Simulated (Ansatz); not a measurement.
A made-up structure of C2H4N, doublet:

```json
{"atom": "C1", "x (Å)": "-1.2158", "y (Å)": "0.1972", "z (Å)": "-0.5955"}
{"atom": "C2", "x (Å)": "-0.0112", "y (Å)": "-0.5470", "z (Å)": "-0.1891"}
{"atom": "N3", "x (Å)": "1.2196", "y (Å)": "-0.2136", "z (Å)": "0.6072"}
{"atom": "H4", "x (Å)": "-2.0632", "y (Å)": "-0.2587", "z (Å)": "-1.2467"}
{"atom": "H5", "x (Å)": "-1.4047", "y (Å)": "1.2812", "z (Å)": "-0.2936"}
{"atom": "H6", "x (Å)": "1.5294", "y (Å)": "0.5586", "z (Å)": "0.9455"}
{"atom": "H7", "x (Å)": "1.9459", "y (Å)": "-1.0178", "z (Å)": "0.7722"}
```

It is relaxed with PBE-D4/def2-SVP and then PBE0-D4/def2-TZVP (Ansatz 0.2.0). Atoms count as bonded within 1.22 times the sum of their covalent radii (H–H: 0.88 Å). The end point is not checked to be a true minimum.

Task: Does its bonding change? (A judgement: the text doesn't fix the answer.)

Result: Computed: No: no bond forms or breaks.

Where it ends: The first stage lowers the energy by 1.78 eV in 9 steps. It ends as C₂H₄N ([CH2][C][NH2]):
| atom | x (Å) | y (Å) | z (Å) |
| --- | --- | --- | --- |
| C1 | -1.0927 | 0.1716 | -0.5185 |
| C2 | 0.0101 | -0.4757 | -0.2058 |
| N3 | 1.0498 | -0.2163 | 0.6132 |
| H4 | -1.7159 | -0.1500 | -1.3436 |
| H5 | -1.4318 | 1.0310 | 0.0621 |
| H6 | 1.5747 | 0.6326 | 0.4640 |
| H7 | 1.6058 | -0.9932 | 0.9286 |

Labels in which every atom is bracketed show which atoms are joined, not bond orders.

For scale, one of the runs: PBE0-D4/def2-TZVP relaxation, 117 basis functions, launched by `ansatz run in.yaml --threads 2 --pin off --events-out ev --progress --plain --max-ram 4352MiB`. The run took about 35 s on 2 CPU threads of an Arm Neoverse V2 (shared host).
